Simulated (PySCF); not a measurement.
Si(H)2 anion (H₂Si), SMILES [SiH2] (connectivity only; charge and spin as stated), charge -1, multiplicity 2. Atoms are numbered in the order given.

```xyz
3

Si     0.0000     0.0000    -0.1349
H      0.0000     1.1158     0.9442
H      0.0000    -1.1158     0.9442
```
Charge -1, spin multiplicity 2.

Coordinates come from a PBE0-D3(BJ)/def2-TZVPD optimisation. The spin state was assumed, not searched. The isomer is the one that the SMILES or the coordinates give; other isomers of the formula were not compared.

Two levels are set side by side: PBE/pcH-1 (PySCF) and PBE0/pcH-1 (PySCF). Contact hyperfine couplings, same geometry. Differences are taken from unrounded values.

```
quantity                         PBE0    PBE  PBE minus PBE0
------------------------------  -----  -----  --------------
A(iso) of 29Si, atom Si1 (MHz)  -15.7   -1.4            14.3
A(iso) of 1H, atom H2 (MHz)     -36.5  -34.5             2.0
A(iso) of 1H, atom H3 (MHz)     -36.5  -34.5             2.0
```

Rough cost on one machine, each run with all the roots and properties that it gave: PBE0 against PBE within a factor of 2.
